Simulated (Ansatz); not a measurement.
Basis-set extrapolation for C$_{3}$H$_{6}$O$_{2}$, SMILES `COC(C)=O` (PBE0-D4/def2-TZVP geometry, frozen core, Ansatz). Multiplicity 1, RHF reference.

|  | def2-TZVPP | def2-QZVPP |
| --- | --- | --- |
| HF | -266.948485 | -266.960896 |
| MP2 correlation | -0.967210 | -1.037038 |
| CCSD(T) correlation | -1.035642 | not run |

Energies in hartree. Use E(X) = E(∞) + A·exp(−7.88·√X) for Hartree–Fock and E(X) = E(∞) + B·X^(−2.97) for correlation, with X = 3 and 4, and add CCSD(T) minus MP2 of the smaller set to the MP2 limit.

What is the CCSD(T) energy at the basis-set limit?

HF limit: -266.960896 + (-0.012411) × 0.13774 = -266.96261. MP2 limit: -1.037038 + (-0.069828) × 0.74074 = -1.08876. Higher-order term: -1.035642 − (-0.967210) = -0.06843. Total: -268.11980 hartree, 85.1 kcal/mol below CCSD(T)/def2-TZVPP.
